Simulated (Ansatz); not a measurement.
Input file:

```yaml
crystal:
  periodic: [false, false, false]
  atoms:
    - {symbol: Ga, position_ang: [-0.000932, 0.000000, 0.232544]}
    - {symbol: Li, position_ang: [-0.057897, -0.000001, -2.107496]}
    - {symbol: H, position_ang: [0.231589, -1.272323, -0.786532]}
    - {symbol: H, position_ang: [0.231589, 1.272322, -0.786533]}
basis:
  gaussian: {orbitals: 6-31G}
magnetization: {spin_polarized: false}
correlation: {method: ccsdtq, electrons: outside_noble_gas}
```

```sh
$ ansatz run in.yaml --threads 1 --pin off --events-out ev --progress --plain --max-ram 2393MiB
```

Log:

```
742 factors; integrals over basis functions are off by at most 2.1e-7 eV
mean field evaluation 1: about -52557.5052 eV, gradient 6.5e0 eV
mean field evaluation 2: about -52557.5490 eV, gradient 6.6e0 eV
mean field evaluation 4: about -52557.8501 eV, gradient 5.4e-1 eV
mean field evaluation 8: about -52557.8560 eV, gradient 2.6e-3 eV
mean field evaluation 16: about -52557.8486 eV, gradient 7.3e-1 eV
mean field evaluation 32: about -52557.8523 eV, gradient 4.9e-1 eV
mean field evaluation 64: about -52554.0445 eV, gradient 2.6e-2 eV
mean field -52557.85595188 eV, -1931.4655812372 hartree, gradient 2.9e-6 eV, S^2 0.000000; 1 other end points of the search recorded, 0 dependent functions left out; unrestricted orbitals would lower it
15 core orbitals not correlated: weight in the atoms' cores, before any rotation towards them, 0.995 or more for the frozen orbitals, at most 0.004 for the correlated occupied ones
reference -52557.85595188 eV, -1931.4655812372 hartree; 3, 3 occupied and 24, 24 virtual orbitals, 742 factors
second order -1.32703753 eV of doubles, -0.00000000 eV of singles
cycle   1  -1.66389908 eV  change   -3.4e-1 eV  update   7.2e-2
cycle   2  -1.87468516 eV  change   -2.1e-1 eV  update   3.7e-2
cycle   3  -1.91960982 eV  change   -4.5e-2 eV  update   2.0e-2
cycle   4  -1.92004672 eV  change   -4.4e-4 eV  update   9.3e-3
cycle   5  -1.92177291 eV  change   -1.7e-3 eV  update   4.0e-3
cycle   6  -1.92288517 eV  change   -1.1e-3 eV  update   2.0e-3
cycle   7  -1.92181844 eV  change    1.1e-3 eV  update   8.1e-4
cycle   8  -1.92196122 eV  change   -1.4e-4 eV  update   4.3e-4
cycle   9  -1.92231372 eV  change   -3.5e-4 eV  update   2.4e-4
cycle  10  -1.92214174 eV  change    1.7e-4 eV  update   1.4e-4
cycle  11  -1.92216621 eV  change   -2.4e-5 eV  update   8.1e-5
cycle  12  -1.92214911 eV  change    1.7e-5 eV  update   4.3e-5
cycle  13  -1.92217297 eV  change   -2.4e-5 eV  update   2.2e-5
cycle  14  -1.92217882 eV  change   -5.8e-6 eV  update   9.5e-6
cycle  15  -1.92217494 eV  change    3.9e-6 eV  update   5.2e-6
cycle  16  -1.92217282 eV  change    2.1e-6 eV  update   3.4e-6
cycle  17  -1.92217239 eV  change    4.3e-7 eV  update   1.9e-6
cycle  18  -1.92217268 eV  change   -2.9e-7 eV  update   7.6e-7
cycle  19  -1.92217314 eV  change   -4.6e-7 eV  update   3.1e-7
Total energy: -52559.77812502 eV, -1931.5362197972 hartree
```

For the same geometry and basis full CI lies 0.0 meV lower.

Ran on 1 thread of AMD EPYC 9B14, shared host: 8.5 s wall, 0.19 GiB peak host memory.
